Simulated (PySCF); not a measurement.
**NOF (nitrosyl fluoride) at PBE0/STO-6G**

Aim: the energy change on altering one bond length of NOF (nitrosyl fluoride) at PBE0/STO-6G, from 2 runs. The job is set up through a Python script.

Program for the calculation: PySCF 2.14.0.

13 further runs of the same task are left out: 4 that didn't finish, 9 set aside as unsound or not needed.

## Step 1: The system as given

NOF: 3 atoms, total charge 0, spin state singlet. SMILES: `O=NF`. The coordinates come from a PBE0-D4/def2-TZVP relaxation.

Bond lengths: O1–N2 1.127 Å, N2–F3 1.483 Å. Angles: O1–N2–F3 110.4°.

## Step 2: The energy at PBE0/STO-6G

Input file input.xyz:

```xyz
3

O      0.868350     0.242970     0.504740
N      0.148930    -0.482540     0.029910
F     -1.017290     0.239580    -0.534650
```

Input file input.py:

```python
from pyscf import gto, dft

mol = gto.M(
    atom='input.xyz',
    basis='sto-6g',
    charge=0,
    verbose=3,
    max_memory=1860,
)

myscf = dft.RKS(mol)
myscf.xc = 'pbe0'
myscf.grids.level = 5
myscf.conv_tol = 1e-10
myscf.kernel()
if not myscf.converged:
    myscf = myscf.newton().run(myscf.mo_coeff, myscf.mo_occ)

e_final = myscf.e_tot
print('E(%s) = %.9f' % ('PBE0', e_final))
```

Launch:

```console
$ OMP_NUM_THREADS=1 python input.py
```

Log:

```text
converged SCF energy = -228.462859566926
E(PBE0) = -228.462859567
```

Wall time 2.1 s (1 thread of Arm Neoverse V1, shared host); peak memory 0.18 GiB.

## Step 3: The distorted shape

Input file run.py:

```python
from pyscf import gto, dft

system = gto.M(
    atom='O 1.451469 -0.118096 0.787025; N 0.732049 -0.843606 0.312195; F -1.017290 0.239580 -0.534650',
    verbose=3,
    max_memory=1860,
    basis='sto-6g',
    spin=0,
)

mf = dft.RKS(system, xc='pbe0')
mf.grids.level = 5
mf.conv_tol = 1e-10
mf.kernel()
if not mf.converged:
    mf = mf.newton().run(mf.mo_coeff, mf.mo_occ)

e_tot = mf.e_tot
print('Final energy', e_tot)
```

Launch:

```console
$ OMP_NUM_THREADS=1 python run.py
```

Log:

```text
converged SCF energy = -228.340080594482
Final energy -228.34008059448223
```

Run time: 3.3 s. Hardware: 1 thread of Arm Neoverse V1, shared host; peak memory 0.18 GiB.

## Step 4: What came out

At PBE0/STO-6G:

| quantity | value |
| --- | --- |
| first shape: total energy | -228.46286 Eh |
| first shape: dipole moment | 0.32 D |
| first shape: HOMO energy | -5.62 eV |
| first shape: LUMO energy | 0.17 eV |
| first shape: HOMO–LUMO gap | 5.79 eV |
| distorted shape: total energy | -228.34008 Eh |
| distorted shape: dipole moment | 1.84 D |
| distorted shape: HOMO energy | -3.82 eV |
| distorted shape: LUMO energy | -0.96 eV |
| distorted shape: HOMO–LUMO gap | 2.86 eV |
| energy change with the N2–F3 bond stretched from 1.483 to 2.225 Å | 3.341 eV |

One bond (distorted shape) is far stretched, which a spin-restricted single reference describes badly; a broken-symmetry solution may lie lower. With the N2–F3 bond stretched from 1.483 to 2.225 Å the energy rises by 3.34 eV (322 kJ/mol). The first shape isn't relaxed at this level, so the change isn't measured from a minimum. A restricted reference can't describe the breaking bond well at this length. The minimal basis adds a large error of its own.
